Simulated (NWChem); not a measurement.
System: Li cation

The following NWChem deck was run.

```
start job
memory heap 200 mb stack 900 mb global 1100 mb
charge 1
geometry units angstroms noautoz
  Li     0.000000     0.000000     0.000000
end
basis spherical
  * library def2-svp
end
dft
  xc xcamb88 1.00 lyp 1.0 hfexch 1.00
  cam 0.33 cam_alpha 0.0 cam_beta 1.0
  iterations 150
  mulliken
end
task dft energy
```

Task: Predict the main results of this run. (LC-BLYP (range parameter 0.33 per bohr)/def2-SVP.) Quantities: energy (Ha); highest occupied level (eV); orbital gap (eV).

Result: 
| Item | Result |
|---|---|
| energy (Ha) | -7.21 |
| highest occupied level (eV) | -65.00 |
| orbital gap (eV) | 59.20 |
